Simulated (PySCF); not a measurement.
Structure problem from calculated spectra and properties.

Formula: C3H4P3; charge -1.

* NMR, other nuclei: isotropic shieldings of nuclei other than C and H, by class: 31 (1 P), 52 (1 P), 60 (1 P) ppm [GIAO PBE0/pcSseg-1]
* XPS: P2p3/2 130.2, P2p3/2 130.3, P2p3/2 130.5, C1s 284.6, C1s 284.8, C1s 286.5, P1s 2143.7, P1s 2143.7, P1s 2144.0 eV [ΔSCF SCAN, pcX-2 on the ionised atom, pcseg-1 elsewhere, spin-free X2C, 2p3/2 from a spin–orbit splitting computed afterwards within the 2p shell]
* 1H NMR: chemical shifts (computed TMS as zero) by class: 8.86 (1 H), 3.36 (3 H) ppm [GIAO PBE0/pcSseg-1]
* Rotational structure: rotational constants A, B, C: 2.984, 1.988, 1.202 GHz [GFN2-xTB]
* 13C NMR: chemical shifts (computed TMS as zero) by class: 197.3 (1 C), 173.7 (1 C), 23.9 (1 C) ppm [GIAO PBE0/pcSseg-1]

Gas-phase values; electronic properties from PySCF, density fitting. Levels stand in brackets. Isolated species at its GFN2-xTB geometry, gas phase. GFN2-xTB frequencies show an imaginary mode (24i cm⁻¹), so this geometry is no minimum at that level. No diffuse functions stand in pcSseg-1, which bears on an anion's orbital energies. Each NMR value is the plain mean over a class of atoms that symmetry, rotation or inversion makes alike.

Q: Give a SMILES that accounts for the data.

A: Numbering: `[CH3:1][c:2]1[p:3][p:4][cH:5][p-:6]1`. 3 carbons fall into 3 classes; from least to most shielded: substituted aromatic carbon [C2] (197.3 ppm), aromatic CH carbon [C5] (173.7 ppm), benzylic-type carbon [C1] (23.9 ppm). Hydrogen classes from least to most shielded: 1 H on an aromatic CH carbon, C5 (8.86 ppm), 3 H on a benzylic-type carbon, C1 (3.36 ppm). The other shieldings belong to: 31 ppm, phosphorus bonded to C and P [P4]; 52 ppm, phosphorus bonded to C and P [P3]; 60 ppm, phosphorus bonded to 2 C [P6]. The core levels belong to: P2p3/2 130.2 eV, phosphorus bonded to C and P [P3]; P2p3/2 130.3 eV, phosphorus bonded to C and P [P4]; P2p3/2 130.5 eV, phosphorus bonded to 2 C [P6]; C1s 284.6 eV, aromatic CH carbon [C5]; C1s 284.8 eV, substituted aromatic carbon [C2]; C1s 286.5 eV, benzylic-type carbon [C1]; P1s 2143.7 eV, phosphorus bonded to C and P [P3]; P1s 2143.7 eV, phosphorus bonded to C and P [P4]; P1s 2144.0 eV, phosphorus bonded to 2 C [P6]. By its constants the optimised geometry is an asymmetric top. Structure: `Cc1ppc[p-]1`. The assignments are read from this structure; whether some other isomer fits the data as well wasn't checked.
